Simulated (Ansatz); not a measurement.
The cluster S₄⁻, relaxed as a doublet with UKS PBE-D4/def2-TZVPD in Ansatz, starting from the GFN1-xTB geometry. Force threshold 0.02 eV/Å.

The relaxation made no stability test and no search for a lower SCF solution. Another isomer (doublet) lies 0.03 eV lower at PBE-D4/def2-TZVPD; other spin states weren't run for this one.

Start:

```
atom   x (Å)   y (Å)   z (Å)
  S1  -0.910   0.442   0.322
  S2   0.900  -0.438  -0.323
  S3   0.533  -1.478  -1.984
  S4  -0.524   1.473   1.986
```

```tsv
step	energy (eV)	largest force component (eV/Å)	SCF passes
1	-43327.6026	0.227	19
2	-43327.6066	0.160	21
3	-43327.6088	0.019	20
```

Force components are those of the run's own axes.

End:

```xyz
4

S    -0.917    0.453    0.336
S     0.917   -0.451   -0.337
S     0.536   -1.486   -1.996
S    -0.536    1.485    1.997
```

By distances, no bond broke or formed. The bond that changes most is S1–S2, from 2.11 to 2.15 Å (atoms count from 1).

No frequencies were taken in this run, so the end may be a saddle point.

Hardware: 4 threads of Arm Neoverse V2 on a shared host. Wall time 5.5 s.
